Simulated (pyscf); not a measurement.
Single points on ωB97X-D3(BJ)/def2-SVP structures (PySCF, gas phase).

### Question
Estimate the classical barrier height and the reaction energy of [HO–Zr(OH)–OH]• (SMILES [OH][Zr]([OH])[OH]) + HCl (SMILES Cl) → HO–Zr(OH)(OH)–Cl (SMILES [OH][Zr]([OH])([OH])[Cl]) + H• (SMILES [H]) at ωB97M-D3(BJ)/def2-TZVP. The step runs on the doublet surface, breaks Cl–H and forms Cl–Zr; take the separated reactants as zero.

### Answer
ΔE‡ = 11.1 kcal/mol, ΔE = -12.6 kcal/mol. Zero-point energy shifts the barrier by -2.4 kcal/mol. It is an atom transfer, with an imaginary mode of 728i cm⁻¹. This is the saddle that the search found; another between the same sides may lie lower. The angle at the transferred Cl is 179°. Open-shell species with a d-block atom are single-reference here; other states, and whether the spin sits on metal or ligand, were not checked. Elements past Kr carry the def2 core potentials, without spin-orbit coupling.
